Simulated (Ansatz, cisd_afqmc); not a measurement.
System: N$_{2}$O, charge 0, singlet. N2O (nitrous oxide, SMILES N#[N+][O-]).
B3LYP-D3(BJ)/def2-TZVP minimum from Ansatz (an electronic-structure program):
```xyz
3

N      0.0000     0.0000    -1.1943
N      0.0000     0.0000    -0.0734
O      0.0000     0.0000     1.1093
```

Total energies in cc-pVDZ, 16 correlated electrons, 3 frozen orbitals. Open shells are spin-unrestricted; no spin-orbit coupling. Correlated methods leave the cores frozen. No relativity. AFQMC is phaseless with a CISD trial state; ± is one standard error, without the phaseless bias. Outlying blocks are dropped, and bars are widened where a walk drifts. Over all cases where full CI ran beside it in this data, AFQMC minus full CI had a median of +0.1 mEh and passed +0.4 mEh in a tenth of the cases.

```
method         program         energy (Eh)  minus CCSDT(Q) (mEh)
----------  ----------  ------------------  --------------------
HF              Ansatz          -183.69720                538.04
MP2             Ansatz          -184.22075                 14.48
CCSD            Ansatz          -184.20840                 26.83
CCSD(T)         Ansatz          -184.23209                  3.15
CCSDT(Q)        Ansatz          -184.23524                  0.00
AFQMC/CISD  cisd_afqmc  -184.2345 ± 0.0004             0.8 ± 0.4
```

Rough core times of Ansatz's runs on a shared machine: CCSD(T) under 20 s, CCSDT(Q) 30 s.
